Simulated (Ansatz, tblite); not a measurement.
**The cluster P2W2: a ladder of methods and basis sets**

How do method and basis change the picture of the cluster P2W2 (singlet)?

Program: Ansatz 0.2.0, Gaussian basis. Level of theory: as each input shows. These are calculated values, not measurements.

Plan: GFN1-xTB, GFN2-xTB, PBE-D4/def2-TZVP, r2SCAN-D4/def2-TZVP, HF/def2-TZVP, LDA/def2-TZVP, r2SCAN0-D4/def2-TZVP, B97M-V/def2-TZVP, B2PLYP/def2-TZVP, PBE-D4/def2-SVP, PBE0-D4/def2-SVP, PBE0-D4/def2-TZVPD, PBE-D4/def2-TZVPD, r2SCAN-D4/def2-TZVPD, CCSD(T)/def2-TZVPP, MP2/def2-TZVP, RPA/def2-TZVP.

**1. The geometry**

The singlet was relaxed beforehand with PBE-D4/def2-SVP. At that level it is the lowest of the isomers that a small search found.

4 atoms, charge 0, spin multiplicity 1.

Bond lengths: W1–P3 2.522 Å, W1–P4 2.227 Å, W2–P3 2.227 Å, W2–P4 2.522 Å. Angles: P3–W1–P4 89.5°, P3–W2–P4 89.5°, W1–P3–W2 55.8°, W1–P4–W2 55.8°.

W takes a core potential in the def2 sets. No spin-orbit coupling is included.

PBE0-D4/def2-TZVP was run before; its log isn't repeated, and its numbers join the tables.

**2. GFN1-xTB**

Tight binding, by tblite at 300 K electronic temperature and without a spin-polarisation term:

```python
tblite.interface.Calculator('GFN1-xTB', numbers, positions, charge=0, uhf=0).singlepoint()
```

Energy -257.7287 eV, HOMO -9.41 eV, LUMO -8.37 eV; 0.004 s.

**3. GFN2-xTB**

Tight binding, by tblite at 300 K electronic temperature and without a spin-polarisation term:

```python
tblite.interface.Calculator('GFN2-xTB', numbers, positions, charge=0, uhf=0).singlepoint()
```

Energy -268.3404 eV, HOMO -10.00 eV, LUMO -9.53 eV; 0.007 s.

**4. PBE-D4/def2-TZVP**

start.molden holds the orbitals of an earlier run on this state, given as this run's starting guess.

Contents of in.yaml:

```yaml
crystal:
  periodic: [false, false, false]
  atoms:
    - {symbol: W, position_ang: [1.159963, 0.208822, -0.512285]}
    - {symbol: W, position_ang: [-0.997644, 0.756871, -0.288824]}
    - {symbol: P, position_ang: [-0.763715, -1.390076, -0.831363]}
    - {symbol: P, position_ang: [0.601386, 0.424383, 1.632472]}
basis:
  gaussian: {orbitals: def2-TZVP, initial_orbitals: start.molden}
hamiltonian: {xc: pbe, dispersion: d4}
scf: {omitted_lower_state_checks: [starts]}
output: {orbitals: {seedname: orbitals}}
```

Started as:

```bash
$ ansatz run in.yaml --threads 4 --pin off --events-out ev --progress --plain --max-ram 3916MiB
```

After this run come: r2SCAN-D4/def2-TZVP; HF/def2-TZVP; LDA/def2-TZVP; r2SCAN0-D4/def2-TZVP; B97M-V/def2-TZVP; B2PLYP/def2-TZVP; PBE-D4/def2-SVP; PBE0-D4/def2-SVP; PBE0-D4/def2-TZVPD; PBE-D4/def2-TZVPD; r2SCAN-D4/def2-TZVPD; CCSD(T)/def2-TZVPP; MP2/def2-TZVP; RPA/def2-TZVP.

**Question.** What will the summary of the whole plan be? Wanted: gap in def2-TZVP, named functionals and Hartree-Fock, smallest and largest; correlation energy, CCSD(T)/def2-TZVPP; correlation energy, MP2/def2-TZVP; binding an atom, functionals in def2-TZVP; PBE0 total energy, smallest basis above largest.

As calculated:

| quantity | value |
| --- | --- |
| gap in def2-TZVP, named functionals and Hartree-Fock, smallest and largest | 0.76 eV (LDA), 6.28 eV (HF) |
| correlation energy, CCSD(T)/def2-TZVPP | -36.84 eV |
| correlation energy, MP2/def2-TZVP | -34.92 eV |
| binding an atom, functionals in def2-TZVP | 3.47 (B97M-V) to 4.67 eV (LDA) |
| PBE0 total energy, smallest basis above largest | 7.03 eV (def2-SVP, def2-TZVPD) |

What this shows: Orbital gaps of the named functionals and Hartree-Fock in def2-TZVP span 0.76 eV (LDA) to 6.28 eV (HF); exact exchange widens it. Notes on CCSD(T)/def2-TZVPP and its Hartree-Fock reference, which MP2 shares: large T1 diagnostic, restricted state is unstable towards broken spin symmetry.
